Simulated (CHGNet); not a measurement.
2H WSe2

Computed with the machine-learned potential CHGNet-r²SCAN (trained on r²SCAN data).

Cell (relaxed at this level):

```
CELL_PARAMETERS angstrom
      3.32125     0.00000     0.00000
     -1.66062     2.87629     0.00000
      0.00000     0.00000    13.76041
ATOMIC_POSITIONS crystal
  W  0.66667 0.33333 0.75000
  W  0.33333 0.66667 0.25000
  Se 0.66667 0.33333 0.37067
  Se 0.33333 0.66667 0.87067
  Se 0.33333 0.66667 0.62933
  Se 0.66667 0.33333 0.12933
```

lattice constant a: 3.321 Å
c axis length: 13.760 Å

Measured, for comparison: lattice constant a 3.282 Å, lattice parameter c 12.96 Å (300 K, not corrected to a static lattice; as tabulated in arXiv:1605.07067). Computed (rounded) less measured: lattice constant a +1.2 %, lattice parameter c +6.2 %.

A machine-learned potential is trained on density-functional data: it inherits that level's misses and adds fitting errors of its own.

Note: this model's volume lies 9 % above that of the starting cell (a measured, published or database cell).
